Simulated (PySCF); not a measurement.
These 5 structures share the formula C3H4O3. Computed with PBE0-D3(BJ)/def2-SVP geometry optimisation, gas phase (PySCF 2.14.0). One conformer each; no zero-point energy, no entropy. No frequencies were run at this level. Point groups hold within 0.08 Å.

Question: Rank from lowest to highest electronic energy at this level (kJ/mol).
A. `[O:1]=[CH:2][O:3][C@H:4]1[CH2:5][O:6]1` with O1–C2–O3–C4 -2°, C2–O3–C4–C5 177°
B. `[CH3:1][C:2](=[O:3])[O:4][CH:5]=[O:6]` with C1–C2–O4–C5 155°, C2–O4–C5–O6 -21°
C. `[O:1]=[CH:2][CH2:3][O:4][CH:5]=[O:6]` with O1–C2–C3–O4 -164°, C2–C3–O4–C5 -90°, C3–O4–C5–O6 0°
D. `[O:1]=[C:2]1[O:3][CH2:4][CH2:5][O:6]1` with O1–C2–O3–C4 -172°, C2–O3–C4–C5 -19°, O3–C4–C5–O6 23°, C4–C5–O6–C2 -19° (ethylene carbonate)
E. `[O:1]=[C:2]([OH:3])[C@@H:4]1[CH2:5][O:6]1` with O1–C2–O3–H 0°, O1–C2–C4–C5 -136°

Answer: D (0.0), B (9.7), C (83.7), E (105.3), A (150.0).

As drawn, the highest has a three-membered ring, which the lowest lacks. Neighbours under 10 kJ/mol apart (O=C1OCCO1 and CC(=O)OC=O) can change places with a better method, another conformer or zero-point energy.

```
          SMILES      E (Eh)  E rel (kJ/mol)  dipole (D)  point group      A, B, C (MHz)
       O=C1OCCO1  -341.78453             0.0        5.29           C2   8168, 3883, 2746
      CC(=O)OC=O  -341.78083             9.7        3.68           C1   8273, 2690, 2197
        O=CCOC=O  -341.75266            83.7        2.37           C1   9761, 2059, 1857
O=C(O)[C@@H]1CO1  -341.74443           105.3        1.74           C1   8035, 2882, 2461
   O=CO[C@H]1CO1  -341.72742           150.0        2.50           C1  11933, 2301, 2146
```

As an exercise, what shares would exp(−E/RT) give at 500 K from these electronic energies alone (no entropy, no degeneracies)?

RT = 4.157 kJ/mol: O=C1OCCO1 91.2 %, CC(=O)OC=O 8.8 %, O=CCOC=O under 0.1 %, O=C(O)[C@@H]1CO1 under 0.1 %, O=CO[C@H]1CO1 under 0.1 %.
